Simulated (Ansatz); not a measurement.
Cost and result for the atomization energy of C4H4O2, SMILES `OC=C=C1CO1` (10 atoms, 10 bonds).

Cartesian coordinates in Å:
```
O 0.1789 0.4678 -2.7686
C -0.3738 0.8714 -1.6000
C -0.2860 0.2607 -0.4476
C -0.1962 -0.2807 0.7162
C 0.3673 -0.5359 2.0105
O -0.8311 -1.1915 1.4981
H 0.6491 -0.3592 -2.6140
H -0.9261 1.7969 -1.7306
H 1.2305 -1.1878 2.1097
H 0.1873 0.1584 2.8263
```

Total charge 0; spin multiplicity 1. The geometry is a stationary point of PBE0-D4/def2-TZVP. It is one conformer, not always the lowest. Program: Ansatz. All runs use 4 threads of an Arm Neoverse V1 on a shared host. Times are those of one run each, without the atoms' runs, and a repeat can differ threefold. Electronic energies, without spin–orbit coupling; frozen cores. CCSD(T)/CBS adds CCSD(T) − MP2 in def2-TZVPP to the MP2 limit, and its time is that of the two runs behind it. T1 = 0.015. B3LYP takes the VWN-RPA correlation (the form of Gaussian; ORCA's B3LYP/G).

CCSD(T)/CBS is a level of theory with its own doubt, some kJ/mol a heavy atom from the limit and from the frozen cores, so smaller differences don't rank the functionals.

```csv
level,functions,wall time
PBE-D4/def2-TZVPP (with forces),242,2.3 s
PBE0-D4/def2-TZVPP,242,2.3 s
B3LYP-D4/def2-TZVPP (with forces),242,3.7 s
r2SCAN-D4/def2-TZVPP (with forces),242,3.8 s
B2PLYP/def2-TZVPP,242,4.8 s
ωB97X-V/def2-TZVPP,242,6 s
ωB97M-V/def2-TZVPP (with forces),242,9.5 s
MP2/def2-QZVPP,462,20 s
CCSD(T)/def2-TZVPP,242,2.7 min
CCSD(T)/CBS(def2),–,3 min
```

Q: What atomization energy does each give, and how far from CCSD(T)/CBS? (Best estimate.)

A: Ansatz gave: 
| level | atomization (kJ/mol) | difference from CCSD(T)/CBS | per bond |
| --- | --- | --- | --- |
| PBE-D4/def2-TZVPP (with forces) | 4558.0 | 246.6 | 24.7 |
| PBE0-D4/def2-TZVPP | 4392.2 | 80.8 | 8.1 |
| B3LYP-D4/def2-TZVPP (with forces) | 4332.0 | 20.6 | 2.1 |
| r2SCAN-D4/def2-TZVPP (with forces) | 4374.1 | 62.7 | 6.3 |
| B2PLYP/def2-TZVPP | 4291.0 | -20.4 | -2.0 |
| ωB97X-V/def2-TZVPP | 4328.3 | 16.9 | 1.7 |
| ωB97M-V/def2-TZVPP (with forces) | 4341.8 | 30.4 | 3.0 |
| MP2/def2-QZVPP | 4412.3 | 100.9 | 10.1 |
| CCSD(T)/def2-TZVPP | 4186.5 | -124.9 | -12.5 |
| CCSD(T)/CBS(def2) | 4311.4 | 0.0 | 0.0 |

In def2-TZVPP, CCSD(T) changes the Hartree–Fock value by +1279.6 kJ/mol (the triples alone add +103.1 kJ/mol) and MP2 by +1431.8 kJ/mol; breaking electron pairs costs correlation energy, which Hartree–Fock lacks. The D4 term adds +26.3 kJ/mol with B3LYP and +13.8 kJ/mol with PBE0; it sums over pairs of atoms, weighted by their polarisabilities, and B3LYP, whose exchange is more repulsive, gets the larger term. From PBE to PBE0 (25 % exact exchange), in def2-TZVPP and without D4, the atomization energy moves by −163.1 kJ/mol: exact exchange takes away binding that semilocal exchange gives to molecules.
